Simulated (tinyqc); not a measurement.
Worked calculation: coupled-perturbed Hartree-Fock on RHF in the sto-3g basis, for H3O+, spin multiplicity 1. One step of it, computed by the program tinyqc.

Problem. Coupled step 2. U_ai = -(mu_ai + sum_bj [4 (ai|bj) - (ab|ij) - (aj|bi)] U_bj) / (e_a - e_i); alpha = -4 sum U_ai mu_ai.

U after step 1:
```
,i1,i2,i3,i4,i5
a6,0.000043,0.005170,0.000015,0.000000,-0.167700
a7,0.000000,0.000000,0.000000,-0.043096,0.000000
a8,0.000000,-0.000002,0.043086,0.000000,0.000039
```

dipole integrals <a|z|i> (bohr):
```
,i1,i2,i3,i4,i5
a6,-0.004410,0.006484,-0.000022,0.000000,0.103316
a7,0.000000,0.000000,0.000000,0.059581,0.000000
a8,0.000002,-0.000002,-0.059594,0.000000,-0.000032
```

orbital energies (hartree): MO1 -20.802571, MO2 -1.703657, MO3 -1.042305, MO4 -1.042079, MO5 -0.860699, MO6 0.028696, MO7 0.249088, MO8 0.249483

Two-electron integrals over orbitals (pq|rs), unique and non-zero (hartree):
```
p,q,r,s,(pq|rs)
1,1,1,1,4.744490
2,1,1,1,-0.431327
2,1,2,1,0.061857
2,2,1,1,1.024650
2,2,2,1,-0.016095
2,2,2,2,0.717525
3,1,1,1,-0.000010
3,1,2,1,1.42e-06
3,1,2,2,-1.96e-07
3,1,3,1,0.013722
3,2,1,1,0.000018
3,2,2,1,-3.40e-07
3,2,2,2,0.000013
3,2,3,1,0.020865
3,2,3,2,0.136858
3,3,1,1,0.851175
3,3,2,1,-0.006509
3,3,2,2,0.648451
3,3,3,1,0.002381
3,3,3,2,0.034772
3,3,3,3,0.652593
4,1,4,1,0.013724
4,2,4,1,0.020867
4,2,4,2,0.136835
4,3,4,1,-0.002382
4,3,4,2,-0.034780
4,3,4,3,0.041961
4,4,1,1,0.851196
4,4,2,1,-0.006510
4,4,2,2,0.648442
4,4,3,1,-0.002383
4,4,3,2,-0.034784
4,4,3,3,0.568714
4,4,4,4,0.652599
5,1,1,1,-0.020442
5,1,2,1,0.002403
5,1,2,2,-0.002334
5,1,3,1,-8.52e-08
5,1,3,2,-2.30e-07
5,1,3,3,-0.000669
5,1,4,4,-0.000669
5,1,5,1,0.026082
5,2,1,1,0.011299
5,2,2,1,-0.001268
5,2,2,2,-0.003005
5,2,3,1,-1.94e-07
5,2,3,2,-7.07e-07
5,2,3,3,0.000945
5,2,4,4,0.000946
5,2,5,1,0.033469
5,2,5,2,0.152398
5,3,1,1,-3.91e-06
5,3,2,1,4.23e-08
5,3,2,2,-2.29e-06
5,3,3,1,0.000627
5,3,3,2,0.000435
5,3,3,3,-0.001136
5,3,4,4,0.001133
5,3,5,1,6.39e-07
5,3,5,2,2.79e-06
5,3,5,3,0.032330
5,4,4,1,0.000627
5,4,4,2,0.000437
5,4,4,3,0.001135
5,4,5,4,0.032330
5,5,1,1,1.114258
5,5,2,1,-0.012056
5,5,2,2,0.756854
5,5,3,1,-3.63e-07
5,5,3,2,0.000011
5,5,3,3,0.652230
5,5,4,4,0.652232
5,5,5,1,0.002480
5,5,5,2,0.016922
5,5,5,3,-2.55e-06
5,5,5,5,0.879667
6,1,1,1,-0.286424
6,1,2,1,0.041445
6,1,2,2,-0.010758
6,1,3,1,-4.37e-06
6,1,3,2,-0.000008
6,1,3,3,-0.004452
6,1,4,4,-0.004451
6,1,5,1,0.000205
6,1,5,2,-0.002579
6,1,5,3,-2.52e-07
6,1,5,5,-0.007780
6,1,6,1,0.027861
6,2,1,1,0.322805
6,2,2,1,-0.010757
6,2,2,2,0.133713
6,2,3,1,-0.000006
6,2,3,2,-0.000024
6,2,3,3,0.092993
6,2,4,4,0.093020
6,2,5,1,-0.002613
6,2,5,2,-0.005328
6,2,5,3,-1.71e-06
6,2,5,5,0.167492
6,2,6,1,-0.006890
6,2,6,2,0.070135
6,3,1,1,-0.000145
6,3,2,1,2.27e-06
6,3,2,2,-0.000078
6,3,3,1,0.006339
6,3,3,2,-0.014193
6,3,3,3,-0.027957
6,3,4,4,0.027855
6,3,5,1,-1.30e-07
6,3,5,2,-2.47e-06
6,3,5,3,0.001607
6,3,5,5,-0.000083
6,3,6,1,-8.73e-07
6,3,6,2,-0.000035
6,3,6,3,0.057563
6,4,4,1,0.006344
6,4,4,2,-0.014150
6,4,4,3,0.027907
6,4,5,4,0.001607
6,4,6,4,0.057560
6,5,1,1,-0.025131
6,5,2,1,-0.000147
6,5,2,2,-0.015377
6,5,3,1,-4.59e-07
6,5,3,2,-2.81e-06
6,5,3,3,-0.008423
6,5,4,4,-0.008423
6,5,5,1,0.019128
6,5,5,2,0.070688
6,5,5,3,-0.000008
6,5,5,5,-0.011693
6,5,6,1,-0.001123
6,5,6,2,-0.010557
6,5,6,3,2.83e-06
6,5,6,5,0.038816
6,6,1,1,0.617965
6,6,2,1,-0.007370
6,6,2,2,0.493691
6,6,3,1,-0.000008
6,6,3,2,-0.000048
6,6,3,3,0.484360
6,6,4,4,0.484373
6,6,5,1,-0.003125
6,6,5,2,-0.011207
6,6,5,3,2.17e-07
6,6,5,5,0.495202
6,6,6,1,-0.004643
6,6,6,2,0.033541
6,6,6,3,-0.000009
6,6,6,5,-0.008037
6,6,6,6,0.445940
7,1,4,1,0.015735
7,1,4,2,0.022671
7,1,4,3,-0.002326
7,1,5,4,0.000725
7,1,6,4,0.006940
7,1,7,1,0.018072
7,2,4,1,0.015200
7,2,4,2,0.053813
7,2,4,3,0.010189
7,2,5,4,0.003179
7,2,6,4,0.036665
7,2,7,1,0.016666
7,2,7,2,0.055135
7,3,4,1,0.002689
7,3,4,2,0.037981
7,3,4,3,-0.005775
7,3,5,4,-0.001248
7,3,6,4,-0.027729
7,3,7,1,0.003191
7,3,7,2,0.000309
7,3,7,3,0.033818
7,4,1,1,0.373977
7,4,2,1,-0.007154
7,4,2,2,0.171874
7,4,3,1,0.002689
7,4,3,2,0.037995
7,4,3,3,0.133180
7,4,4,4,0.121675
7,4,5,1,0.000087
7,4,5,2,0.006586
7,4,5,3,-0.001250
7,4,5,5,0.196733
7,4,6,1,-0.004689
7,4,6,2,0.085556
7,4,6,3,-0.027767
7,4,6,5,-0.006273
7,4,6,6,0.037506
7,4,7,4,0.148214
7,5,4,1,0.001083
7,5,4,2,0.006879
7,5,4,3,-0.002352
7,5,5,4,0.023262
7,5,6,4,-0.003077
7,5,7,1,0.001225
7,5,7,2,0.002143
7,5,7,3,0.002647
7,5,7,5,0.020738
7,6,4,1,0.012795
7,6,4,2,0.101028
7,6,4,3,-0.045596
7,6,5,4,-0.002924
7,6,6,4,-0.055954
7,6,7,1,0.014278
7,6,7,2,0.007509
7,6,7,3,0.051731
7,6,7,5,0.006043
7,6,7,6,0.127112
7,7,1,1,0.785364
7,7,2,1,-0.008154
7,7,2,2,0.574137
7,7,3,1,-0.000465
7,7,3,2,-0.030168
7,7,3,3,0.513660
7,7,4,4,0.588780
7,7,5,1,-0.000452
7,7,5,2,0.000897
7,7,5,3,0.002121
7,7,5,5,0.577734
7,7,6,1,-0.005217
7,7,6,2,0.068591
7,7,6,3,0.043844
7,7,6,5,-0.005237
7,7,6,6,0.471122
7,7,7,4,0.071438
7,7,7,7,0.571439
8,1,1,1,0.000091
8,1,2,1,-0.000013
8,1,2,2,3.07e-06
8,1,3,1,-0.015739
8,1,3,2,-0.022678
8,1,3,3,-0.002325
8,1,4,4,0.002330
8,1,5,1,-1.44e-07
8,1,5,2,6.90e-07
8,1,5,3,-0.000725
8,1,5,5,2.32e-06
8,1,6,1,-2.74e-06
8,1,6,2,0.000008
8,1,6,3,-0.006938
8,1,6,5,7.00e-07
8,1,6,6,0.000010
8,1,7,4,-0.003191
8,1,7,7,0.000453
8,1,8,1,0.018083
8,2,1,1,-0.000093
8,2,2,1,3.35e-06
8,2,2,2,-0.000033
8,2,3,1,-0.015201
8,2,3,2,-0.053808
8,2,3,3,0.010156
8,2,4,4,-0.010198
8,2,5,1,6.72e-07
8,2,5,2,7.77e-07
8,2,5,3,-0.003179
8,2,5,5,-0.000045
8,2,6,1,0.000008
8,2,6,2,-0.000007
8,2,6,3,-0.036658
8,2,6,5,3.98e-06
8,2,6,6,0.000012
8,2,7,4,-0.000336
8,2,7,7,-0.020050
8,2,8,1,0.016672
8,2,8,2,0.055137
8,3,1,1,-0.374017
8,3,2,1,0.007155
8,3,2,2,-0.171880
8,3,3,1,0.002685
8,3,3,2,0.037953
8,3,3,3,-0.121690
8,3,4,4,-0.133209
8,3,5,1,-0.000087
8,3,5,2,-0.006587
8,3,5,3,-0.001247
8,3,5,5,-0.196744
8,3,6,1,0.004688
8,3,6,2,-0.085567
8,3,6,3,-0.027674
8,3,6,5,0.006272
8,3,6,6,-0.037551
8,3,7,4,-0.082550
8,3,7,7,-0.106180
8,3,8,1,-0.003189
8,3,8,2,-0.000272
8,3,8,3,0.148200
8,4,4,1,-0.002689
8,4,4,2,-0.037955
8,4,4,3,0.005756
8,4,5,4,0.001247
8,4,6,4,0.027702
8,4,7,1,-0.003191
8,4,7,2,-0.000318
8,4,7,3,-0.031847
8,4,7,5,-0.002645
8,4,7,6,-0.051694
8,4,8,4,0.033787
8,5,1,1,4.25e-06
8,5,2,1,8.39e-08
8,5,2,2,2.35e-06
8,5,3,1,-0.001084
8,5,3,2,-0.006882
8,5,3,3,-0.002349
8,5,4,4,0.002353
8,5,5,1,-0.000006
8,5,5,2,-0.000022
8,5,5,3,-0.023264
8,5,5,5,8.92e-07
8,5,6,1,7.94e-07
8,5,6,2,3.93e-06
8,5,6,3,0.003079
8,5,6,5,-4.82e-06
8,5,6,6,4.07e-06
8,5,7,4,-0.002647
8,5,7,7,0.002698
8,5,8,1,0.001226
8,5,8,2,0.002145
8,5,8,3,-0.002647
8,5,8,5,0.020743
8,6,1,1,0.000041
8,6,2,1,-4.04e-07
8,6,2,2,0.000006
8,6,3,1,-0.012797
8,6,3,2,-0.101053
8,6,3,3,-0.045538
8,6,4,4,0.045582
8,6,5,1,8.20e-07
8,6,5,2,4.04e-06
8,6,5,3,0.002925
8,6,5,5,0.000013
8,6,6,1,4.60e-06
8,6,6,2,0.000029
8,6,6,3,0.055959
8,6,6,5,2.19e-06
8,6,6,6,0.000046
8,6,7,4,-0.051713
8,6,7,7,0.061402
8,6,8,1,0.014285
8,6,8,2,0.007522
8,6,8,3,-0.051717
8,6,8,5,0.006044
8,6,8,6,0.127096
8,7,4,1,0.000460
8,7,4,2,0.030122
8,7,4,3,-0.037566
8,7,5,4,-0.002121
8,7,6,4,-0.043860
8,7,7,1,0.000445
8,7,7,2,-0.020044
8,7,7,3,0.017358
8,7,7,5,0.002695
8,7,7,6,0.061371
8,7,8,4,-0.017333
8,7,8,7,0.048306
8,8,1,1,0.785528
8,8,2,1,-0.008158
8,8,2,2,0.574202
8,8,3,1,0.000470
8,8,3,2,0.030204
8,8,3,3,0.588831
8,8,4,4,0.513667
8,8,5,1,-0.000452
8,8,5,2,0.000899
8,8,5,3,-0.002123
8,8,5,5,0.577804
8,8,6,1,-0.005221
8,8,6,2,0.068611
8,8,6,3,-0.043930
8,8,6,5,-0.005240
8,8,6,6,0.471104
8,8,7,4,0.106219
8,8,7,7,0.474786
8,8,8,1,-0.000456
8,8,8,2,0.020011
8,8,8,3,-0.071490
8,8,8,5,-0.002699
8,8,8,6,-0.061415
8,8,8,8,0.571532
```

Give: U after step 2; polarisability.

Solution.

U after step 2:
```
,i1,i2,i3,i4,i5
a6,0.000,0.005,0.000,0.000,-0.189
a7,0.000,0.000,0.000,-0.046,0.000
a8,0.000,0.000,0.046,0.000,0.000
```

polarisability = 0.100 bohr^3
